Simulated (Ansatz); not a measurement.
**Counterpoise correction, worked out**

The pair of OH⁻ (SMILES [OH-], atoms 1–2) and SiH3Cl (SMILES [SiH3]Cl, atoms 3–7), both closed shells, in one local arrangement (a lower one may exist), relaxed at PBE0-D4/def2-TZVPD:

```csv
atom,x (Å),y (Å),z (Å)
O1,0.3576,-0.7974,-1.0621
H2,-0.2046,-0.5622,-1.8042
Si3,-0.1188,0.2049,0.2108
Cl4,1.6011,-0.9298,1.4979
H5,0.6372,1.4498,0.5405
H6,-1.0513,-0.2805,1.2712
H7,-1.2211,0.9153,-0.6541
```

Computed with Ansatz 0.2.0 (basis: def2-TZVPPD); correlated methods freeze the cores.

MP2 total energies in eV:

| system | geometry | basis functions | energy |
| --- | --- | --- | --- |
| pair | pair | all | -22486.72865 |
| OH⁻ | as in the pair | all (partner as ghosts) | -2059.95301 |
| SiH3Cl | as in the pair | all (partner as ghosts) | -20421.09901 |
| OH⁻ | as in the pair | its own | -2059.88351 |
| SiH3Cl | as in the pair | its own | -20421.05564 |
| OH⁻ | free (PBE0-D4 minimum) | its own | -2059.88416 |
| SiH3Cl | free (PBE0-D4 minimum) | its own | -20424.08222 |

Question: Work out the interaction energy with and without the counterpoise correction, the superposition error, and the binding energy from the relaxed fragments.

Answer: Without correction: -22486.72865 − (-2059.88351) − (-20421.05564) = -5.78950 eV.
With correction (each fragment in the whole basis): -22486.72865 − (-2059.95301) − (-20421.09901) = -5.67663 eV = -130.91 kcal/mol.
The superposition error is the difference, 0.11287 eV, 2 % of the uncorrected value: each fragment borrows its partner's functions.
Deformation from the free shapes: 0.00065 eV for OH⁻ and 3.02658 eV for SiH3Cl.
Binding energy from relaxed fragments: -5.67663 + 0.00065 + 3.02658 = -2.64940 eV = -61.10 kcal/mol (electronic, without zero-point energy; negative means bound). The deformation is large: the pair is on the way to a chemical bond or a shared proton. For comparison, the corrected interaction energy by CCSD(T) at an estimated basis limit (MP2 extrapolated from triple and quadruple zeta, plus CCSD(T) − MP2 in triple zeta) is -5.785 eV.

No T1 diagnostic of these runs exceeds 0.026.

For scale, one of the runs: CCSD(T)/def2-TZVPPD, 207 basis functions (an equivalent command: `ansatz run in.yaml --threads 2`). Hardware: 2 CPU threads, shared host. Wall time 55 s; peak host memory 2.6 GiB.
